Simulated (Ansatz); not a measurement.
The input, for Ansatz 0.2.0:

```yaml
crystal:
  periodic: [false, false, false]
  atoms:
    - {symbol: Ge, position_ang: [-0.566917, 0.000000, 0.000000]}
    - {symbol: H, position_ang: [-1.078367, 1.446599, 0.000000]}
    - {symbol: H, position_ang: [-1.078366, -0.723300, 1.252792]}
    - {symbol: H, position_ang: [-1.078367, -0.723299, -1.252792]}
    - {symbol: H, position_ang: [1.486083, 0.000000, 0.000000]}
    - {symbol: O, position_ang: [2.684083, 0.000000, 0.000000]}
basis:
  gaussian: {orbitals: cc-pVDZ}
magnetization: {spin_polarized: true, initial_magnetization: 2}
hamiltonian: {xc: hf}
output: {orbitals: {seedname: orbitals}}
```

```sh
$ ansatz run in.yaml --threads 1 --pin off --events-out ev --progress --plain --max-ram 2393MiB
```

Log:

```
628 factors; integrals over basis functions are off by at most 9.4e-4 eV
mean field evaluation 1: about -58568.2295 eV, gradient 1.3e1 eV
mean field evaluation 2: about -58568.2440 eV, gradient 1.3e1 eV
mean field evaluation 4: about -58569.5819 eV, gradient 2.1e0 eV
mean field evaluation 8: about -58569.6524 eV, gradient 2.6e-1 eV
mean field evaluation 16: about -58569.6552 eV, gradient 3.9e-5 eV
mean field evaluation 32: about -58569.6552 eV, gradient 1.1e-4 eV
mean field evaluation 64: about -58569.6550 eV, gradient 6.5e-2 eV
mean field evaluation 96: about -58569.6552 eV, gradient 2.8e-6 eV
mean field -58569.65522619 eV, -2152.3951296243 hartree, gradient 8.0e-6 eV, S^2 2.057885; 5 other end points of the search recorded, 0 dependent functions left out
reference -58569.65522619 eV, -2152.3951296243 hartree; 23, 21 occupied and 38, 40 virtual orbitals, 628 factors
Total energy: -58569.65522619 eV, -2152.3951296243 hartree
```

Ran on 1 thread of Intel Xeon Platinum 8375C, shared host: 7 s wall, 0.17 GiB peak host memory.
